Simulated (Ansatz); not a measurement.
Relaxation of AlClH5N (8 atoms, charge 0, multiplicity 1), to a largest force component of 0.03 eV/Å in at most 50 steps.

These are results of RKS B3LYP/def2-SVP in Ansatz, not measurements.

```xyz
8
Properties=species:S:1:pos:R:3
Al 0.028 0.410 -0.043
Cl -0.156 0.562 2.152
H 1.473 0.598 -0.641
H -1.321 0.390 -0.852
N 0.107 -2.520 0.958
H -0.587 -3.254 0.796
H 1.003 -2.974 1.145
H -0.160 -1.995 1.814
```

**Question.** Where does it end, and by what steps?

**Answer.** The forces met the threshold. After 7 steps the energy has fallen by 0.965 eV; H6 moved furthest, 0.67 Å. Joined: Al1–N5 (3.10 → 2.08 Å).

```tsv
step	energy less start (eV)	largest force component (eV/Å)	accepted
0	0.0000	1.003	yes
1	-0.2780	0.674	yes
2	-0.6502	0.814	yes
3	-0.8909	0.673	yes
4	-0.8967	1.317	yes
5	-0.9614	0.210	yes
6	-0.9639	0.065	yes
7	-0.9646	0.011	yes
```

```xyz
8
Properties=species:S:1:pos:R:3
Al 0.030 -0.115 0.230
Cl -0.185 0.770 2.200
H 1.467 0.045 -0.431
H -1.290 -0.116 -0.656
N 0.087 -2.087 0.886
H -0.582 -2.701 0.415
H 1.014 -2.512 0.802
H -0.153 -2.068 1.882
```

Whether the end is a true minimum wasn't checked by a vibrational analysis.

The run took 20 s on 1 thread of Arm Neoverse V2, on a shared host, peak memory 0.16 GiB.
